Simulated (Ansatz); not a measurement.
AsF⁺, quartet: reading a ladder of total energies

Geometry: a PBE0/def2-TZVP stationary point for this spin.

```xyz
2

F     0.0000    0.0000    0.0000
As    0.0000    0.0000    1.7842
```

Basis cc-pVDZ; Ansatz 0.2.0. Only valence electrons are correlated (noble-gas cores and the filled d shells of p-block atoms frozen), which leaves 11 electrons in 26 orbitals. R marks a restricted (for open shells ROHF) determinant, U an unrestricted one. No spin–orbit coupling is included, and no scalar relativity.

Full CI isn't at hand for all of this; UCCSDT(Q) serves as the reference, and is uncertain by about the last step of the cluster series.

Runs differ by some tens of microhartree through their thresholds and, for an open shell, their frozen cores, so steps under 0.03 kcal/mol mean nothing.

| level | total energy (hartree) |
| --- | --- |
| UHF | -2333.149184 |
| UMP2 | -2333.364041 |
| UCCSD | -2333.389256 |
| UCCSD(T) | -2333.394135 |
| UCCSDT | -2333.395076 |
| UCCSDT(Q) | -2333.395761 |

Q: What is the correlation energy at UCCSDT(Q), and what share of it do UMP2 and UCCSD recover?

A: E(corr) = -2333.395761 − (-2333.149184) = -0.246577 hartree = -6.710 eV. UMP2: -0.214857 / -0.246577 = 87.14 %. UCCSD: -0.240072 / -0.246577 = 97.36 %.

Q: By how many kcal/mol does UCCSD(T) miss UCCSDT(Q) (1 hartree = 627.509 kcal/mol), and which steps make up the rest?

A: -2333.394135 − (-2333.395761) = 0.001626 hartree = 1.02 kcal/mol. Steps: UCCSDT − UCCSD(T) = -0.59, UCCSDT(Q) − UCCSDT = -0.43 kcal/mol. Differences between like states or geometries often cancel part of this.
